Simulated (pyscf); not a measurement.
Structures and frequencies: ωB97X-D3(BJ)/def2-SVP in PySCF.

### Question
PBE/def2-TZVP puts the barrier of `[SiH3][SiH3]` + `[SiH3]` [doublet] → `[SiH2][SiH3]` [doublet] + `[SiH4]` (hydrogen abstraction; doublet surface; H–Si broken, H–Si formed) at 0.07 eV and the reaction energy at -0.14 eV, from the separated reactants. What do r²SCAN/def2-TZVP, PBE0-D3(BJ)/def2-TZVP, ωB97M-D3(BJ)/def2-TZVP give on the same structures?

### Answer
r²SCAN: ΔE‡ = 0.17 eV, ΔE = -0.14 eV; PBE0-D3(BJ): ΔE‡ = 0.13 eV, ΔE = -0.13 eV; ωB97M-D3(BJ): ΔE‡ = 0.30 eV, ΔE = -0.15 eV. PBE's barrier lies under all of them, by 0.07 to 0.23 eV. Its reaction energy matches one of them and lies within 0.01 eV of the others. One saddle was located; it need not be the lowest between these sides. The angle at the transferred H is 175°.
